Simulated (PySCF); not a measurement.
# LiH: bond curves at several levels of theory

One table from this session's results is given with a row withheld; the runs are named, their logs left out.

The runs use PySCF 2.14.0; Li aug-cc-pVDZ, H aug-cc-pVDZ, no relativity.

Set-up of the first run:

The job is set up so:

* atoms: Li, H
* charge: 0
* basis: Li aug-cc-pVDZ, H aug-cc-pVDZ
* Hamiltonian: no relativity
* basis functions: 32
* electrons treated: 4
* masses in u: 7.0160, 1.0078
* levels: PBE0, PBE, r²SCAN, M06-L, MN15, BHandHLYP, HF, MP2, SCS-MP2, CCSD, CCSD(T)
* grid: 80 radial by 434 angular points
* occupations: held fixed by the projection of orbital angular momentum
* dissociation limit: Li + H, each in its ground configuration
* starting distance in angstrom: 1.605
* values of 2S to try: 0, 2

Command:

```
$ OMP_NUM_THREADS=1 python dia.py task.json out
```

Steps of the session up to this table: Set-up; The PBE0 curve of the state that the search chose; Excited determinants; PBE (GGA); r²SCAN; M06-L; MN15; BHandHLYP; RHF (mean field); Adding correlation.

One of the session's tables, all rows but one given; the rest of the session is left out.

It belongs to the step «The curves together». Energy (eV) from each level's lowest point:

```
R (Å)    RHF  RHF-MP2  RHF-SCS-MP2  RHF-CCSD  RHF-CCSD(T)
1.385  0.232    0.183        0.177       n/a          n/a
1.449  0.113    0.077        0.073     0.075        0.075
1.513  0.041    0.018        0.016     0.018        0.018
1.562  0.011    0.000        0.000     0.000        0.000
1.610  0.000    0.000        0.002     0.000        0.000
1.658      ?        ?            ?         ?            ?
1.723  0.030    0.056        0.062     0.055        0.055
1.803  0.088    0.129        0.139     0.125        0.125
1.900  0.186    0.239        0.251     0.229        0.229
2.029  0.352    0.409        0.421       n/a          n/a
```

Q: Estimate the row for R (Å) = 1.658 from the others.

Worked estimate for «RHF». A straight line through the neighbours (1.610, 0.000) and (1.723, 0.030) gives 0.000 + (0.030 − 0.000) × (1.658 − 1.610) / (1.723 − 1.610) = 0.013; a parabola fitted to 4 rows on both sides gives 0.005.

As computed: RHF: 0.004; RHF-MP2: 0.015; RHF-SCS-MP2: 0.020; RHF-CCSD: 0.016; RHF-CCSD(T): 0.016. In «RHF» the line misses by +0.009 and the parabola by +0.001.
